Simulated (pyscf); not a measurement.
**Routes from H₂N–SiH₂–F + silane (SiH₄)**

Candidate steps break at most two bonds and form at most two. Each was searched with GFN2-xTB (tblite) first. Single points on ωB97X-D3(BJ)/def2-SVP structures (PySCF, gas phase). Energies: ωB97M-D3(BJ)/def2-TZVP, kJ/mol, from the separated reactants, singlet surface; ΔG‡ with ideal gas, 1 atm, RRHO with modes under 100 cm⁻¹ raised to 100, one conformer, R ln 2 for chiral ones without a mode under 150 cm⁻¹.

```csv
products,type,ΔE‡,ΔE,ΔG‡ 298 K,ΔG‡ 900 K,ν‡ (cm⁻¹)
H₂N–SiH₃ + F–SiH₃,"four-centre exchange (N–Si, H–Si broken, N–Si, H–Si formed)",110.3,+33.9,162.5,257.8,354i
H₂N–SiH₃ + F–SiH₃,"four-centre exchange (F–Si, H–Si broken, H–Si, F–Si formed)",157.5,+33.9,206.6,294.7,324i
H₂N–SiH₂–F + SiH₄,four-centre exchange,164.9,0.0,216.1,307.9,333i
F–SiH₂–NH–SiH₃ + H₂,four-centre exchange,198.2,-28.3,233.2,318.7,1425i
H₂N–SiH(F)–SiH₃ + H₂,four-centre exchange,328.6,+36.1,362.6,437.2,1730i
```

Row 1: On the product side the descent ends in a complex (not fully relaxed), 16.9 kJ/mol under the separated species and 83.0 kJ/mol under the saddle at ωB97X-D3(BJ)/def2-TZVP. 

Plain bond fissions and candidates not yet searched are not listed, and one of them may be faster. Each barrier is that of the saddle found; lower ones may exist.
